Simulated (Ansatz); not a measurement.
# FH: comparison of methods with full CI from a Python script

The task here is to estimate one member of a computed series from the others.

Program: Ansatz 0.2.0 through its Python package. The levels of theory stand in the script. These are calculated values, not measurements.

## The structure

Bond lengths: H1–F2 0.935 Å.

The script holds or builds the structure itself.

The first run:

fci.py reads:

```python
'''How close coupled cluster comes to full CI on FH.'''

import ansatz as az

BASIS_SET = '6-31G'


def main() -> None:
    geometry_ang = [
        ('H', (0.0, 0.0, 0.0)),
        ('F', (0.0, 0.0, 0.935)),
    ]
    molecule = az.Crystal.molecule()
    for symbol, xyz in geometry_ang:
        molecule = molecule.atom(symbol, xyz)

    base = molecule.calculation().basis(gaussian=BASIS_SET)
    exact = base.correlation('fci').run().report
    print(f'full CI {exact["free_energy_ev"] / 27.211386246:.7f} Ha over {exact["configurations"]["states"][0]["n_determinants"]} determinants')
    print('natural occupations', [round(n, 4) for n in exact['configurations']['natural_occupations']])
    print(f'hf       misses {1000 * (exact["reference_energy_ev"] - exact["free_energy_ev"]) / 27.211386246:9.3f} mHa')
    for method in ['mp2', 'ccsd', 'ccsd_t', 'ccsdt_q']:
        e = base.correlation(method).run().report['free_energy_ev']
        print(f'{method:8s} misses {1000 * (e - exact["free_energy_ev"]) / 27.211386246:9.3f} mHa')


if __name__ == '__main__':
    main()
```

On the command line:

```bash
$ python fci.py
```

One of the session's tables, all rows but one given; the rest of the session is left out.

Correlation energies (total less mean field):

| method | correlation (eV) |
| --- | --- |
| mp2 | -3.500 |
| ccsd | -3.574 |
| ccsd_t | -3.591 |
| ccsdt_q | ? |

**Question.** Estimate the row for ccsdt_q.

As computed: correlation (eV): -3.603. In the column «correlation (eV)» it is the lowest.

To keep in mind: Against full CI in this basis, ccsdt_q comes nearest; 1.6 mHa is 1 kcal/mol. mp2 catches 97 % of the correlation energy of ccsdt_q. Full CI is exact only within this small basis and its frozen core, at an unrelaxed geometry.
